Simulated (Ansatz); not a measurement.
Ansatz (an electronic-structure program) input:
A basis named .json is the Basis Set Exchange file of that set.

Ansatz 0.2 input:
```yaml
crystal:
  periodic: [false, false, false]
  atoms:
    - {symbol: O, position_ang: [-0.00000000, -0.00000000, -0.10780207]}
    - {symbol: H, position_ang: [0.00000000, 0.00000000, 0.86241659]}
basis:
  gaussian:
    orbitals: cc-pVTZ
    fitting: {mean_field: def2-universal-jkfit, correlation: cc-pVTZ-RIFIT.json}
total_charge: -1
magnetization: {spin_polarized: false}
correlation: {method: mp2, electrons: outside_noble_gas}
```

Question: Predict the final energy.

Answer: -75.64746 Eh (RI-MP2/cc-pVTZ). The basis has 44 functions.

Whether it binds its extra electron was not tested at this geometry.
